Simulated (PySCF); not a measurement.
**State search for CH**

Unrestricted PBE0; basis H def2-TZVP, C def2-TZVP; no relativity; PySCF 2.14. Outer shells of the fragments: H 1s1; C 2s2 2p2.

Followed along the bond (rough minima from three points):

| 2Ms+1 | unpaired | ⟨S²⟩ at the start | R at minimum (Å) | Te (eV) |
| --- | --- | --- | --- | --- |
| 2 | π ↑ | 0.75 | 1.13 | 0.00 |
| 4 | σ ↑, π ↑↑ | 3.75 | 1.09 | 0.54 |

Solutions found at the starting distance of 1.030 Å, counted from the lowest of them; the search is not exhaustive and high or unbound solutions are not listed, so other states can lie among these:

```tsv
2Ms+1	unpaired	term	E (eV)	⟨S²⟩	⟨Lz²⟩	μ (D)
2	π ↑	²Π	0.00	0.75	1.00	-1.66
4	σ ↑, π ↑↑	⁴Σ⁻	0.45	3.75	0.00	-0.64
2	σ ↑, π ↑↓	mixed	1.71	1.76	2.01	-0.86
2	σ ↓, π ↑↑	mixed	1.92	1.76	0.00	-1.04
2	σ ↑	mixed	3.17	0.75	2.00	-0.87
2	π ↑	²Π	6.95	0.78	1.01	-0.32
4	σ ↑↑, π ↑	⁴Π	8.83	3.75	1.00	3.73
```

A term symbol is given only where ⟨S²⟩ and ⟨Lz²⟩ are close to those of a pure state; real π, δ and φ orbitals otherwise mix terms. A positive dipole means H(−)C(+).

Task: Compare the gap between the two lowest followed solutions at the starting distance with the gap between their minima.

Result: At PBE0 the second solution (quartet, unpaired electrons σ ↑, π ↑↑) lies +0.45 eV from the first (doublet, unpaired electrons π ↑) at 1.030 Å and +0.54 eV at the minima; the two curves relax by different amounts, since their minima lie near 1.09 and 1.13 Å.

Counting both spins, an empty level lies below a filled one in some of these solutions, because spin and occupation are held.
